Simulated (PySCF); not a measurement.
Molecule: C4H5, net charge -1, singlet state. It need not be the lowest isomer of its formula. Whether it binds its extra electron was not tested at this geometry. SMILES: [CH2-]C#CC
Geometry from a B3LYP-D3(BJ)/def2-TZVP (Ansatz) optimisation:
```xyz
9

C     -0.0143     0.1244     1.9547
C     -0.0076    -0.1912     0.6428
C     -0.0025    -0.5669    -0.5688
C      0.0182     0.2953    -1.7929
H     -0.9402     0.2470     2.5111
H      0.9054     0.2241     2.5260
H      0.0301     1.3866    -1.5964
H      0.8926     0.0755    -2.4207
H     -0.8512     0.0972    -2.4348
```
Charge -1, spin multiplicity 1.

Dispersion corrections to the total energy (kcal/mol) from the dftd3 and dftd4 libraries through PySCF: D3(BJ) without and D4 with the three-body term, each with the damping fitted for the functional named.

```tsv
functional	D3(BJ)	D4
B3LYP	-5.52	-5.88
TPSS	-4.02	-4.99
B2GP-PLYP	(withheld)	-1.53
LC-wPBE	-2.92	-4.06
BLYP	(withheld)	-8.32
HF	-28.69	-14.47
PBE0	-2.74	(withheld)
```

Some entries are withheld; supply them.


- B2GP-PLYP, D3(BJ): -1.83
- BLYP, D3(BJ): -6.79
- PBE0, D4: -3.08
